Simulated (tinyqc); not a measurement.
Harmonic frequencies on the RHF/sto-3g surface (energies and gradients from PySCF), for HF, spin multiplicity 1, step by step. Computed by tinyqc, a small Python program that keeps every step (integrals from PySCF). Settings: charge = 0, multiplicity = 1, basis = sto-3g, delta = 0.002. Command: `OMP_NUM_THREADS=1 python tinyqc.py 22710 22711 out.jsonl` (the two numbers bound the seeds that draw the settings). One thread of a shared host (Intel(R) Xeon(R) Processor @ 2.60GHz), about 0.9 s of CPU time with the checks.

## One row of the Hessian: 1Fz

optimised positions (bohr):
```
           x         y         z
1F  0.000000  0.000000  0.066647
2H  0.000000  0.000000  1.872212
```

gradient at +delta (hartree/bohr):
```
             x           y            z
1F  0.00000000  0.00000000   0.00145386
2H  0.00000000  0.00000000  -0.00145386
```

gradient at -delta (hartree/bohr):
```
             x           y            z
1F  0.00000000  0.00000000  -0.00144724
2H  0.00000000  0.00000000   0.00144724
```

Displace 1Fz by +/-0.002 bohr; H(k, :) = (g(+) - g(-)) / (2 delta).

row of the Hessian (hartree/bohr^2): 1Fx 0.00000000, 1Fy 0.00000000, 1Fz 0.72527467, 2Hx 0.00000000, 2Hy 0.00000000, 2Hz -0.72527467

## Hessian by finite differences

All rows are made in the same way, and the matrix is symmetrised.

Hessian (symmetrised) (hartree/bohr^2), lower triangle:
```
             1Fx          1Fy          1Fz         2Hx         2Hy         2Hz
1Fx   0.00000110
1Fy   0.00000000   0.00000110
1Fz   0.00000000   0.00000000   0.72527467
2Hx  -0.00000110   0.00000000   0.00000000  0.00000110
2Hy   0.00000000  -0.00000110   0.00000000  0.00000000  0.00000110
2Hz   0.00000000   0.00000000  -0.72527467  0.00000000  0.00000000  0.72527467
```

## Normal modes

masses (u): 1F 18.998403, 2H 1.007825

Diagonalise H_ij / sqrt(m_i m_j); the 5 smallest eigenvalues belong to translations and rotations; wavenumber = sqrt(eigenvalue / 1822.888) x 219474.63; each mode has its largest component positive (the first on a tie); zero-point energy = sum of wavenumbers / 2, with 349.755 1/cm per kcal/mol.

eigenvalues of the mass-weighted Hessian (hartree/(bohr^2 u)): 0.000000  0.000000  0.000000  0.000001  0.000001  0.757819

harmonic wavenumbers of the vibrations (1/cm): 4474.9

mass-weighted modes:
```
        mode 1
1Fx   0.000000
1Fy   0.000000
1Fz  -0.224445
2Hx   0.000000
2Hy   0.000000
2Hz   0.974487
```

zero-point energy = 6.397245 kcal/mol
